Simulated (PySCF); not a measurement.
# C4H5N: the cost of one run

The runs use PySCF 2.14.0, with density-fitted response routines of our own; the level of theory stands in each step. All values are computed, except where a source is named. Atoms are numbered from 0 throughout.

## 1. The starting structure

10 atoms, charge 0, multiplicity 1; geometry from: MMFF94s.

Bonds of the start (Å): C0–C1 1.42, C1–C2 1.38, C2–N3 1.37, N3–C4 1.37, C4–C0 1.38, C0–H5 1.08, C1–H6 1.08, C2–H7 1.08, N3–H8 1.01, C4–H9 1.08.

## 2. Geometry optimisation at PBE0-D3(BJ)/def2-SVP

Job settings and geometry (Å):

```
{"job": {"xc": "PBE0", "basis": "def2-SVP", "d3": "d3bj", "grid": 1, "kind": "geom"}, "charge": 0, "multiplicity": 1}
C     -0.009925    -1.114199     0.431963
C     -1.143431    -0.327109     0.117022
C     -0.684841     0.884857    -0.349006
N      0.685238     0.856313    -0.326175
C      1.105938    -0.358624     0.148578
H     -0.008086    -2.123288     0.823264
H     -2.182086    -0.613691     0.219233
H     -1.214372     1.762716    -0.693956
H      1.291253     1.613625    -0.614647
H      2.160312    -0.580600     0.243725
```

Run with:

```sh
$ OMP_NUM_THREADS=1 python probes_run.py task.json out
```

This one command runs all jobs of the session in turn.

**Question.** How long does this first job take on 1 thread of Intel Xeon Platinum 8488C, shared host, and how much memory does it need?

About 22 s, with a peak of 0.4 GiB.
